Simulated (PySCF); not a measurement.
**MgSH (SMILES [Mg][SH]) at UCCSD(T)/STO-3G**

Aim: the vertical doublet–quartet gap of MgSH at UCCSD(T)/STO-3G, from 2 runs. 

The calculation is run with PySCF 2.14.0.

10 further runs of the same task are left out: 4 that didn't finish, 6 set aside as unsound or not needed.

**1. Starting point**

The species is MgSH (3 atoms), meant as a doublet with charge 0. SMILES: `[Mg][SH]`. The coordinates come from a PBE0-D4/def2-TZVP relaxation.

Bond lengths: Mg1–S2 2.325 Å, S2–H3 1.346 Å. Angles: Mg1–S2–H3 91.4°.

**2. The energy at UCCSD(T)/STO-3G**

job.py

```python
# [Mg][SH]
from pyscf import gto, cc

mol = gto.M(
    atom=[
    ('Mg', (1.366100, -0.566400, 0.678300)),
    ('S', (-0.680600, -0.418400, -0.415200)),
    ('H', (-0.696400, 0.920100, -0.276400)),
],
    max_memory=1860,
    spin=1,
    verbose=3,
    basis='sto-3g',
)

calc0 = mol.UHF()
calc0.conv_tol = 1e-10
calc0.kernel()
if not calc0.converged:
    calc0 = calc0.newton().run(calc0.mo_coeff, calc0.mo_occ)

mycc = cc.CCSD(calc0, frozen=6)
mycc.kernel()
e_t = mycc.ccsd_t()
e_final = mycc.e_tot + e_t
print('Final energy', e_final)
```

Command:

```sh
$ OMP_NUM_THREADS=1 python job.py
```

The log of the run:

```text
converged SCF energy = -590.820015880123  <S^2> = 0.75531015  2S+1 = 2.0053031
E(UCCSD) = -590.8757214158578  E_corr = -0.0557055357351557
UCCSD(T) correction = -0.00144908027860027
Final energy -590.8771704961364
```

It took 1.2 s on 1 thread of Arm Neoverse V1, shared host; peak memory 0.12 GiB.

**3. The quartet, same level**

job.py

```python
from pyscf import gto, scf, cc

mol = gto.M(
    atom='''
Mg       1.366100      -0.566400       0.678300
S       -0.680600      -0.418400      -0.415200
H       -0.696400       0.920100      -0.276400
''',
    spin=3,
    verbose=4,
    charge=0,
    max_memory=1860,
    basis='sto-3g',
)

mf = scf.UHF(mol)
mf.conv_tol = 1e-10
mf.kernel()
if not mf.converged:
    mf = mf.newton().run(mf.mo_coeff, mf.mo_occ)

mycc = cc.CCSD(mf, frozen=6)
mycc.kernel()
e_t = mycc.ccsd_t()
e_tot = mycc.e_tot + e_t
print('E = %.10f Eh' % e_tot)
```

Command:

```sh
$ OMP_NUM_THREADS=1 python job.py
```

The log of the run:

```text
PySCF version 2.14.0

[INPUT] num. atoms = 3
[INPUT] num. electrons = 29
[INPUT] charge = 0
[INPUT] spin (= nelec alpha-beta = 2S) = 3
[INPUT] symmetry False subgroup None
[INPUT] Mole.unit = angstrom
[INPUT] Symbol           X                Y                Z      unit          X                Y                Z       unit  Magmom
[INPUT]  1 Mg     1.366100000000  -0.566400000000   0.678300000000 AA    2.581554858768  -1.070340876954   1.281801230292 Bohr   0.0
[INPUT]  2 S     -0.680600000000  -0.418400000000  -0.415200000000 AA   -1.286147600379  -0.790661410518  -0.784614286919 Bohr   0.0
[INPUT]  3 H     -0.696400000000   0.920100000000  -0.276400000000 AA   -1.316005273147   1.738737007212  -0.522320300830 Bohr   0.0

nuclear repulsion = 52.3254873523125
number of shells = 11
number of NR pGTOs = 57
number of NR cGTOs = 19
basis = sto-3g
ecp = {}

******** <class 'pyscf.scf.uhf.UHF'> ********
method = UHF
initial guess = minao
damping factor = 0
level_shift factor = 0
DIIS = <class 'pyscf.scf.diis.CDIIS'>
diis_start_cycle = 1
diis_space = 8
diis_damp = 0
SCF conv_tol = 1e-10
SCF conv_tol_grad = None
SCF max_cycles = 50
direct_scf = True
direct_scf_tol = 1e-13
number electrons alpha = 16  beta = 13
Set gradient conv threshold to 1e-05
init E= -590.376632288506
[... the frontier-level lines of each cycle are left out ...]


cycle= 1 E= -590.502129279766  delta_E= -0.125  |g|= 0.11  |ddm|=  2.6
cycle= 2 E= -590.519812285317  delta_E= -0.0177  |g|= 0.0412  |ddm|= 0.303
cycle= 3 E= -590.523058028963  delta_E= -0.00325  |g|= 0.0121  |ddm|= 0.144
cycle= 4 E= -590.523382402785  delta_E= -0.000324  |g|= 0.00223  |ddm|= 0.0569
cycle= 5 E= -590.523400856574  delta_E= -1.85e-05  |g|= 0.00103  |ddm|= 0.0165
cycle= 6 E= -590.52340773761  delta_E= -6.88e-06  |g|= 0.000457  |ddm|= 0.0137
cycle= 7 E= -590.523409547898  delta_E= -1.81e-06  |g|= 0.000237  |ddm|= 0.00789
cycle= 8 E= -590.523410056745  delta_E= -5.09e-07  |g|= 6.91e-05  |ddm|= 0.00491
cycle= 9 E= -590.523410088198  delta_E= -3.15e-08  |g|= 8.03e-06  |ddm|= 0.00133
cycle= 10 E= -590.523410088352  delta_E= -1.54e-10  |g|= 2.44e-06  |ddm|= 4.29e-05
cycle= 11 E= -590.52341008837  delta_E= -1.86e-11  |g|= 6.42e-07  |ddm|= 1.93e-05
Extra cycle  E= -590.523410088372  delta_E= -1.02e-12  |g|= 3.52e-07  |ddm|= 3.28e-06
converged SCF energy = -590.523410088372  <S^2> = 3.7623354  2S+1 = 4.006163

******** <class 'pyscf.cc.uccsd.UCCSD'> ********
CC2 = 0
CCSD nocc = (np.int64(10), np.int64(7)), nmo = (13, 13)
frozen orbitals 6
max_cycle = 50
direct = 0
conv_tol = 1e-07
conv_tol_normt = 1e-06
diis_space = 6
diis_start_cycle = 0
diis_start_energy_diff = 1e+09
Init t2, MP2 energy = -0.029190473543605
Init E_corr(UCCSD) = -0.0291904735438254
cycle = 1  E_corr(UCCSD) = -0.031907810618257  dE = -0.00271733707  norm(t1,t2) = 0.0552958
cycle = 2  E_corr(UCCSD) = -0.0342079918209112  dE = -0.0023001812  norm(t1,t2) = 0.0369214
cycle = 3  E_corr(UCCSD) = -0.0370445743304376  dE = -0.00283658251  norm(t1,t2) = 0.0312792
cycle = 4  E_corr(UCCSD) = -0.038025266021585  dE = -0.000980691691  norm(t1,t2) = 0.0215614
cycle = 5  E_corr(UCCSD) = -0.0390622120893116  dE = -0.00103694607  norm(t1,t2) = 0.0187895
cycle = 6  E_corr(UCCSD) = -0.0406087923911445  dE = -0.0015465803  norm(t1,t2) = 0.0122321
cycle = 7  E_corr(UCCSD) = -0.040519665723622  dE = 8.91266675e-05  norm(t1,t2) = 0.00305543
cycle = 8  E_corr(UCCSD) = -0.0405833219837176  dE = -6.36562601e-05  norm(t1,t2) = 0.00119469
cycle = 9  E_corr(UCCSD) = -0.0405923481718856  dE = -9.02618817e-06  norm(t1,t2) = 0.000404817
cycle = 10  E_corr(UCCSD) = -0.040584591824594  dE = 7.75634729e-06  norm(t1,t2) = 0.00019017
cycle = 11  E_corr(UCCSD) = -0.0405883101356104  dE = -3.71831102e-06  norm(t1,t2) = 0.000108024
cycle = 12  E_corr(UCCSD) = -0.0405878323594016  dE = 4.77776209e-07  norm(t1,t2) = 7.71623e-05
cycle = 13  E_corr(UCCSD) = -0.0405885324505981  dE = -7.00091196e-07  norm(t1,t2) = 5.49407e-05
cycle = 14  E_corr(UCCSD) = -0.0405873217165775  dE = 1.21073402e-06  norm(t1,t2) = 3.22765e-05
cycle = 15  E_corr(UCCSD) = -0.0405877441828746  dE = -4.22466297e-07  norm(t1,t2) = 1.47131e-05
cycle = 16  E_corr(UCCSD) = -0.0405883338141163  dE = -5.89631242e-07  norm(t1,t2) = 7.20273e-06
cycle = 17  E_corr(UCCSD) = -0.040588535915567  dE = -2.02101451e-07  norm(t1,t2) = 3.02419e-06
cycle = 18  E_corr(UCCSD) = -0.0405885666597901  dE = -3.07442231e-08  norm(t1,t2) = 1.44654e-06
cycle = 19  E_corr(UCCSD) = -0.040588549067459  dE = 1.75923311e-08  norm(t1,t2) = 6.49314e-07
UCCSD converged
E(UCCSD) = -590.563998637439  E_corr = -0.04058854906745903
UCCSD(T) correction = -0.00337114570964591
E = -590.5673697831 Eh
```

Wall time 1 s (1 thread of Arm Neoverse V1, shared host); peak memory 0.1 GiB.

**4. What came out**

At UCCSD(T)/STO-3G, 6 core orbitals frozen:

| quantity | value |
| --- | --- |
| doublet: total energy | -590.87717 Eh |
| doublet: dipole moment (Hartree–Fock density) | 5.34 D |
| doublet: HOMO energy (Hartree–Fock orbitals) (highest over α and β) | -2.72 eV |
| doublet: LUMO energy (Hartree–Fock orbitals) (lowest over α and β) | 8.37 eV |
| doublet: correlation energy (6 core orbitals frozen) | -57.2 mEh |
| doublet: (T) correction | -1.45 mEh |
| doublet: ⟨S²⟩ of the reference determinant | 0.755 |
| doublet: T1 diagnostic | 0.013 |
| quartet: total energy | -590.56737 Eh |
| quartet: dipole moment (Hartree–Fock density) | 5.69 D |
| quartet: correlation energy (6 core orbitals frozen) | -44.0 mEh |
| quartet: (T) correction | -3.37 mEh |
| quartet: ⟨S²⟩ of the reference determinant | 3.762 |
| quartet: T1 diagnostic | 0.073 |
| vertical energy of the quartet above the doublet | 8.430 eV |

What this shows: At this shape the quartet lies 8.43 eV (813 kJ/mol) above the doublet. In a minimal basis such a difference can be off by several eV, whatever the method. Mulliken charges (doublet) of the mean-field density run from -0.37 on S2 to +0.50 on Mg1; they depend strongly on the basis. The triples (doublet) make up 2.5 % of the correlation energy. The T1 diagnostic (quartet) of 0.073 is above the customary mark for such species, so a single reference may not serve. Mulliken charges (quartet) of the mean-field density run from -0.35 on H3 to +0.49 on Mg1; they depend strongly on the basis.
